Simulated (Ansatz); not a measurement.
Input file:

```yaml
crystal:
  periodic: [false, false, false]
  atoms:
    - {symbol: B, position_ang: [0.000000, 0.000000, 0.758830]}
    - {symbol: B, position_ang: [0.000000, 0.000000, -1.008170]}
    - {symbol: H, position_ang: [0.000000, 1.047868, 1.337192]}
    - {symbol: H, position_ang: [0.000000, -1.047868, 1.337192]}
basis:
  gaussian: {orbitals: 6-31G}
magnetization: {spin_polarized: false, initial_magnetization: 2}
correlation: {method: fic_mrcisd_q_relaxed, electrons: outside_noble_gas, active_space: {window: {electrons: 8, orbitals: 6}}}
```

```sh
$ ansatz run in.yaml --threads 1 --pin off --events-out ev --progress --plain --max-ram 2393MiB
```

The program prints:

```
316 factors; integrals over basis functions are off by at most 2.6e-4 eV
mean field evaluation 1: about -1368.6927 eV, gradient 1.1e1 eV
mean field evaluation 2: about -1368.6922 eV, gradient 1.1e1 eV
mean field evaluation 4: about -1370.1238 eV, gradient 2.4e0 eV
mean field evaluation 8: about -1370.4481 eV, gradient 3.8e-2 eV
mean field evaluation 16: about -1370.4475 eV, gradient 2.5e-1 eV
mean field -1370.44789663 eV, -50.3630312782 hartree, gradient 2.1e-6 eV, S^2 2.000000; 4 other end points of the search recorded, 0 dependent functions left out
reference -1370.44789663 eV, -50.3630312782 hartree; 7, 5 occupied and 15, 17 virtual orbitals, 316 factors
state -1370.77358917 eV, -50.3750002581 hartree
contracted CI cycle   1: correlation -0.00000000 eV, -0.0000000000 hartree, residual 1.02e1 eV
contracted CI cycle   2: correlation -2.12479312 eV, -0.0780847069 hartree, residual 2.69e0 eV
contracted CI cycle   3: correlation -2.30607421 eV, -0.0847466640 hartree, residual 1.06e0 eV
contracted CI cycle   4: correlation -2.33944416 eV, -0.0859729873 hartree, residual 5.14e-1 eV
contracted CI cycle   5: correlation -2.34728460 eV, -0.0862611182 hartree, residual 2.36e-1 eV
contracted CI cycle   6: correlation -2.34876244 eV, -0.0863154276 hartree, residual 1.05e-1 eV
contracted CI cycle   7: correlation -2.34900100 eV, -0.0863241947 hartree, residual 3.76e-2 eV
contracted CI cycle   8: correlation -2.34903300 eV, -0.0863253704 hartree, residual 1.39e-2 eV
contracted CI cycle   9: correlation -2.34903758 eV, -0.0863255389 hartree, residual 5.40e-3 eV
contracted CI cycle  10: correlation -2.34903836 eV, -0.0863255674 hartree, residual 2.26e-3 eV
contracted CI cycle  11: correlation -2.34903850 eV, -0.0863255728 hartree, residual 8.66e-4 eV
state -1370.77358917 eV, -50.3750002581 hartree; corrected -1373.30595057 eV, -50.4680628231 hartree
state -1370.66240155 eV, -50.3709141888 hartree
contracted CI cycle   1: correlation 0.00000000 eV, 0.0000000000 hartree, residual 1.08e1 eV
contracted CI cycle   2: correlation -2.31426264 eV, -0.0850475833 hartree, residual 2.21e0 eV
contracted CI cycle   3: correlation -2.44657571 eV, -0.0899099992 hartree, residual 8.50e-1 eV
contracted CI cycle   4: correlation -2.46666948 eV, -0.0906484313 hartree, residual 3.81e-1 eV
contracted CI cycle   5: correlation -2.47135688 eV, -0.0908206900 hartree, residual 1.79e-1 eV
contracted CI cycle   6: correlation -2.47225664 eV, -0.0908537558 hartree, residual 9.23e-2 eV
contracted CI cycle   7: correlation -2.47245398 eV, -0.0908610077 hartree, residual 2.92e-2 eV
contracted CI cycle   8: correlation -2.47247382 eV, -0.0908617369 hartree, residual 9.35e-3 eV
contracted CI cycle   9: correlation -2.47247571 eV, -0.0908618066 hartree, residual 2.94e-3 eV
contracted CI cycle  10: correlation -2.47247594 eV, -0.0908618150 hartree, residual 1.01e-3 eV
contracted CI cycle  11: correlation -2.47247597 eV, -0.0908618160 hartree, residual 3.79e-4 eV
state -1370.66240155 eV, -50.3709141888 hartree; corrected -1373.31363859 eV, -50.4683453526 hartree
state -1370.66240155 eV, -50.3709141888 hartree; corrected -1373.31363859 eV, -50.4683453526 hartree
the orbitals are reached from a further start. From the first start the search ends at -1370.77358846 eV, -50.3750002323 hartree
WARN: the results are in doubt because another end's mean lies 0.111 eV lower, and its corrected mean 0.008 eV higher
Total energy: -1373.31363859 eV, -50.4683453526 hartree
In doubt: another end's mean lies 0.111 eV lower, and its corrected mean 0.008 eV higher
```

Ran on 1 thread of Arm Neoverse V1, shared host: 1.3 s wall, 0.14 GiB peak host memory.
